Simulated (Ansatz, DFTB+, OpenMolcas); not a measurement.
Group exchange: CH4O + CH5N → H3NO + C2H6

Species: CH4O (methanol) `CO`, singlet; CH5N (methylamine) `CN`, singlet; H3NO (hydroxylamine) `NO`, singlet; C2H6 (ethane) `CC`, singlet. The partners trade CH3 for NH2: O–CH3 and C–NH2 bonds give way to O–NH2 and C–CH3.

Shapes, held fixed at every level: PBE0-D4/def2-TZVP. Flexible molecules stand in one conformer, not always the lowest. Programs: Ansatz 0.2.0, DFTB+ 25.1, OpenMolcas 26.06. The zero-point and thermal change to 298 K, harmonic and unscaled (PBE0-D4/def2-TZVP), is -0.7 kJ/mol.

**The experiment to reproduce.** Tabulated heats of formation (Active Thermochemical Tables): CH4O -200.7; CH5N -20.9; H3NO -43.5; C2H6 -83.8 kJ/mol, which give ΔH(298 K) = +94.3 kJ/mol.

| level | kind | ΔH (kJ/mol) | computed − measured |
| --- | --- | --- | --- |
| DFTB2-D4 | semi-empirical | +38.7 | -55.7 |
| HF/def2-TZVPP | Hartree–Fock | +107.8 | +13.5 |
| B3LYP/6-31G* (Cartesian functions) | global hybrid | +84.5 | -9.8 |
| wB97M-V/def2-TZVPP | range-separated hybrid | +91.3 | -3.1 |
| wB97X-V/def2-TZVPP | range-separated hybrid | +90.5 | -3.8 |
| MP2/def2-TZVPP | perturbation theory | +99.5 | +5.1 |
| CCSD/def2-SVP | coupled cluster or CI | +90.8 | -3.6 |
| CCSD(T)/def2-TZVPP | coupled cluster or CI | +93.7 | -0.6 |
| CCSD(T)/CBS estimate | coupled cluster or CI | +96.2 | +1.8 |

Nearest: CCSD(T)/def2-TZVPP (-0.6); farthest: DFTB2-D4 (-55.7). 7 of 9 levels lie within 10 kJ/mol. The CBS estimate extrapolates MP2 from def2-TZVPP and def2-QZVPP and adds CCSD(T) − MP2 in the triple-zeta set, cores frozen.
